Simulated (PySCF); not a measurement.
# Ne: ionisation energy

Ne [Ne] (1S) → Ne⁺ [He] 2s2 2p5 (2P), as a difference of total energies. Calculation: PySCF 2.14, in aug-cc-pwCVTZ (7s6p4d2f, 59 functions); the non-relativistic Hamiltonian (point nucleus). Correlated levels: valence and next inner shell: nothing frozen. The calculations carry no spin-orbit coupling.

```tsv
method	ionisation energy (eV)
UHF	19.688
MP2 (valence and next inner shell)	21.686
SCS-MP2 (valence and next inner shell)	21.531
CCSD (valence and next inner shell)	21.407
CCSD(T) (valence and next inner shell)	21.480
```

Question: How much does correlation contribute at CCSD(T) (valence and next inner shell)?

Answer: 21.480 − (19.688) = 1.792 eV, measured against UHF.

A first-order spin-orbit estimate (lowest level to lowest level, LS coupling) adds -0.032 eV.

Errors of the correlated levels include the incompleteness of this basis.

For comparison: 21.565 eV (measured; NIST Atomic Spectra Database, ionization energies).
